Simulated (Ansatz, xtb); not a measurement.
Redistribution: CH3F + C3H7FO → CH4O + C3H6F2

Species: CH3F (fluoromethane) `CF`, singlet; C3H7FO `CC(O)CF`, singlet; CH4O (methanol) `CO`, singlet; C3H6F2 `CC(F)CF`, singlet. The partners trade F for OH; both sit on C, so the bond types are kept.

Shapes, held fixed at every level: PBE0-D4/def2-TZVP. Flexible molecules stand in one conformer, not always the lowest. Programs: Ansatz 0.2.0, xtb 6.7.1. Electronic energies: no zero-point or thermal term.

**Question.** Estimate ΔE of this reaction.

**Answer.** The highest level, CCSD(T)/CBS estimate, gives ΔE = +4.1 kJ/mol; the levels span +0.1 to +13.2. The column of differences is taken from that level and isn't an error. No measured value is set beside it here. The CBS estimate extrapolates MP2 from def2-TZVPP and def2-QZVPP and adds CCSD(T) − MP2 in the triple-zeta set, cores frozen.

```json
{"level": "GFN0-xTB", "kind": "semi-empirical", "ΔE (kJ/mol)": "+13.2", "less CCSD(T)/CBS estimate": "+9.1"}
{"level": "HF/def2-TZVPP", "kind": "Hartree–Fock", "ΔE (kJ/mol)": "+0.1", "less CCSD(T)/CBS estimate": "-4.0"}
{"level": "r2SCAN-D4/def2-TZVPP", "kind": "meta-GGA", "ΔE (kJ/mol)": "+2.1", "less CCSD(T)/CBS estimate": "-2.0"}
{"level": "B3LYP-D4/def2-TZVPP", "kind": "global hybrid", "ΔE (kJ/mol)": "+2.6", "less CCSD(T)/CBS estimate": "-1.5"}
{"level": "wB97M-V/def2-TZVPP", "kind": "range-separated hybrid", "ΔE (kJ/mol)": "+2.9", "less CCSD(T)/CBS estimate": "-1.2"}
{"level": "B2PLYP/def2-TZVPP", "kind": "double hybrid", "ΔE (kJ/mol)": "+2.2", "less CCSD(T)/CBS estimate": "-1.9"}
{"level": "MP2/def2-TZVPP", "kind": "perturbation theory", "ΔE (kJ/mol)": "+5.7", "less CCSD(T)/CBS estimate": "+1.6"}
{"level": "CCSD(T)/def2-TZVPP", "kind": "coupled cluster or CI", "ΔE (kJ/mol)": "+4.8", "less CCSD(T)/CBS estimate": "+0.7"}
{"level": "CCSD(T)/CBS estimate", "kind": "coupled cluster or CI", "ΔE (kJ/mol)": "+4.1", "less CCSD(T)/CBS estimate": "0.0"}
```
